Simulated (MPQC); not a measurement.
# UHF/pc-1 run of NH3 (ammonia)

Aim: the energy change on altering one bond length of NH3 (ammonia) at UHF/pc-1, from 2 runs. 

The results are computed with MPQC 2.3.1.

3 further runs of the same task are left out: 3 set aside as unsound or not needed.

**1. The structure to begin with**

NH3 has 4 atoms, charge 0, and is taken as a singlet. SMILES: `N`. The coordinates come from a GFN2-xTB relaxation.

Bond lengths: N1–H2 1.013 Å, N1–H3 1.013 Å, N1–H4 1.013 Å. Angles: H2–N1–H3 107.7°, H2–N1–H4 107.7°, H3–N1–H4 107.7°.

**2. A single-point energy at UHF/pc-1**

The input, mol.in:

```
% H3N UHF
molecule: (bohr)
  N  -0.12880373 0.45888219 0.20420381
  H  0.92961297 -0.56780601 1.42368187
  H  -1.68556011 -0.56808947 -0.22364909
  H  0.88475087 0.67699438 -1.40423659
method: UHF
basis: pc-1
checkpoint: no
memory: 1000000000
multiplicity: 1
symmetry: auto
```

Started as:

```console
mpqc mol.in > mol.out
```

Output, cut to the lines that bear on the results:

```text
MPQC: Massively Parallel Quantum Chemistry
[...]
  <S^2>      = -0.000000
  total scf energy =  -56.1803559882
Value of the MolecularEnergy:  -56.1803559882
[...]
      symmetry = c1
[...]
      nbasis = 29
[...]
    nalpha = 5
    nbeta = 5
[...]
```

Wall time 0.18 s (1 thread of Arm Neoverse V2, shared host).

**3. The distorted shape at the same level**

The input, job.in:

```
% H3N UHF
basis: pc-1
molecule: (bohr)
  N     -0.02746717     0.48068963     0.04339189
  H      1.03094954    -0.54599857     1.26286995
  H     -1.58422355    -0.54628203    -0.38446100
  H      0.88475087     0.67699438    -1.40423659
method: UHF
symmetry: auto
checkpoint: no
optimize: no
memory: 1000000000
```

Started as:

```console
mpqc -o job.out job.in
```

Output, cut to the lines that bear on the results:

```text
MPQC: Massively Parallel Quantum Chemistry
[...]
  <S^2>      = -0.000000
  total scf energy =  -56.1709638605
Value of the MolecularEnergy:  -56.1709638605
[...]
      symmetry = c1
[...]
      nbasis = 29
[...]
    nalpha = 5
    nbeta = 5
[...]
```

It took 0.18 s on 1 thread of Arm Neoverse V2, shared host.

**4. Outcome**

Level: UHF/pc-1.

| quantity | value |
| --- | --- |
| first shape: total energy | -56.18036 Eh |
| distorted shape: total energy | -56.17096 Eh |
| energy change with the N1–H4 bond shortened from 1.013 to 0.911 Å | 0.256 eV |

With the N1–H4 bond shortened from 1.013 to 0.911 Å the energy rises by 0.26 eV (5.9 kcal/mol). The first shape isn't relaxed at this level, so the change isn't measured from a minimum.
